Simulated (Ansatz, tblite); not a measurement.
**CuI2: a ladder of methods and basis sets**

One table from this session's results is given with a row withheld; the runs are named, their logs left out.

Program: Ansatz 0.2.0, Gaussian basis. Level of theory: as each input shows. These are calculated values, not measurements.

Levels to be run: GFN1-xTB, GFN2-xTB, PBE-D4/def2-TZVP, r2SCAN-D4/def2-TZVP, BLYP-D4/def2-TZVP, ωB97X-V/def2-TZVP, PBE-QIDH/def2-TZVP, r2SCAN0-D4/def2-TZVP, r2SCANh-D4/def2-TZVP, B3LYP-D4/def2-TZVP, B97M-V/def2-TZVP, PBE-D4/def2-SVP, PBE0-D4/def2-SVP, PBE0-D4/def2-TZVPD, PBE-D4/def2-TZVPD, r2SCAN-D4/def2-TZVPD, CCSD(T)/def2-SVP, MP2/def2-TZVP.

3 further runs of the same task are left out: 1 for a known fault of the program, 1 that didn't finish, 1 set aside as unsound or not needed.

## The relaxed structure

The doublet was relaxed beforehand with PBE-D4/def2-TZVP.

3 atoms, charge 0, spin multiplicity 2.

Bond lengths: Cu1–I2 2.403 Å, Cu1–I3 2.403 Å. Angles: I2–Cu1–I3 180.0°.

Formally the metal is d9. I takes a core potential in the def2 sets. No spin-orbit coupling is included.

PBE0-D4/def2-TZVP was run before; its log isn't repeated, and its numbers join the tables.

The first run:

Tight binding, by tblite at 300 K electronic temperature and without a spin-polarisation term:

```python
tblite.interface.Calculator('GFN1-xTB', numbers, positions, charge=0, uhf=1).singlepoint()
```

Tight binding, by tblite at 300 K electronic temperature and without a spin-polarisation term:

```python
tblite.interface.Calculator('GFN2-xTB', numbers, positions, charge=0, uhf=1).singlepoint()
```

start.molden holds the orbitals of an earlier run on this state, given as this run's starting guess.

Input file in.yaml:

```yaml
crystal:
  periodic: [false, false, false]
  atoms:
    - {symbol: Cu, position_ang: [0.000052, 0.000031, 0.000004]}
    - {symbol: I, position_ang: [-0.015659, -0.019688, 2.403254]}
    - {symbol: I, position_ang: [0.015607, 0.019657, -2.403259]}
basis:
  gaussian: {orbitals: def2-TZVP, initial_orbitals: start.molden}
magnetization: {spin_polarized: true, initial_magnetization: 1}
hamiltonian: {xc: pbe, dispersion: d4}
scf: {omitted_lower_state_checks: [starts]}
output: {orbitals: {seedname: orbitals}}
```

Run with:

```console
$ ansatz run in.yaml --threads 4 --pin off --events-out ev --progress --plain --max-ram 3916MiB
```

Among the steps run: PBE-D4/def2-TZVP; r2SCAN-D4/def2-TZVP; BLYP-D4/def2-TZVP; ωB97X-V/def2-TZVP; PBE-QIDH/def2-TZVP; r2SCAN0-D4/def2-TZVP; r2SCANh-D4/def2-TZVP; B3LYP-D4/def2-TZVP; B97M-V/def2-TZVP; PBE-D4/def2-SVP; PBE0-D4/def2-SVP; PBE0-D4/def2-TZVPD; PBE-D4/def2-TZVPD; r2SCAN-D4/def2-TZVPD; CCSD(T)/def2-SVP; MP2/def2-TZVP.

One table of the session follows, with a row left open; its other results are not shown here.

It belongs to the step «Levels side by side». 

| level | HOMO (eV) | LUMO (eV) | gap (eV) |
| --- | --- | --- | --- |
| PBE-D4/def2-SVP | -6.13 | -6.19 | -0.06 |
| PBE-D4/def2-TZVP | -6.30 | -6.31 | -0.01 |
| PBE-D4/def2-TZVPD | -6.32 | -6.33 | -0.01 |
| BLYP-D4/def2-TZVP | -6.14 | -6.17 | -0.03 |
| r2SCAN-D4/def2-TZVP | -6.58 | -6.39 | 0.20 |
| r2SCAN-D4/def2-TZVPD | ? | ? | ? |
| B97M-V/def2-TZVP | -6.57 | -6.19 | 0.38 |
| r2SCANh-D4/def2-TZVP | -7.09 | -6.18 | 0.91 |
| B3LYP-D4/def2-TZVP | -7.32 | -5.99 | 1.34 |
| PBE0-D4/def2-SVP | -7.50 | -5.79 | 1.71 |
| PBE0-D4/def2-TZVP | -7.59 | -5.85 | 1.74 |
| PBE0-D4/def2-TZVPD | -7.61 | -5.86 | 1.75 |
| r2SCAN0-D4/def2-TZVP | -7.77 | -5.85 | 1.92 |
| ωB97X-V/def2-TZVP | -9.21 | -4.38 | 4.84 |

**Question.** Estimate the row for r2SCAN-D4/def2-TZVPD.

The run gave: HOMO (eV): -6.59; LUMO (eV): -6.40; gap (eV): 0.20. In the column «HOMO (eV)» it lies between r2SCANh-D4/def2-TZVP (-7.09) and r2SCAN-D4/def2-TZVP (-6.58).
